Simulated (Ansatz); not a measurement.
**Which isomer of CH5BF− gives these data?**

These gas-phase data were calculated for one isomer of CH5BF− at r2SCAN-D4/def2-SVPD (harmonic, unscaled wavenumbers; equilibrium rotational constants with average atomic masses):

| Property | Result |
| --- | --- |
| rotational constants | 31.94, 8.221, 7.232 GHz |
| all wavenumbers above 1500 cm⁻¹ | 3031, 3019, 2947, 2217, 2195 |

Candidates:

(1) `[BH3-]CF`, a singlet
(2) `C[BH2-]F`, a singlet

**Question.** Which candidate do the data belong to?

**Answer.** Candidate (2). 3 modes lie between 2750 and 3290 cm⁻¹, one for each C–H bond, while (1) has 2.

The same quantities for all candidates:

|  | rotational constants (GHz) | wavenumbers above 1500 cm⁻¹ | E above the lowest, r2SCAN-D4/def2-SVPD (kcal/mol) |
| --- | --- | --- | --- |
| (1) | 34.16, 8.215, 7.335 | 2993, 2947, 2301, 2291, 2255 | 39.5 |
| (2) | 31.94, 8.221, 7.232 | 3031, 3019, 2947, 2217, 2195 | 0.0 |

Harmonic stretches to hydrogen usually lie a few per cent above observed fundamentals. Programs: Ansatz 0.2.0.
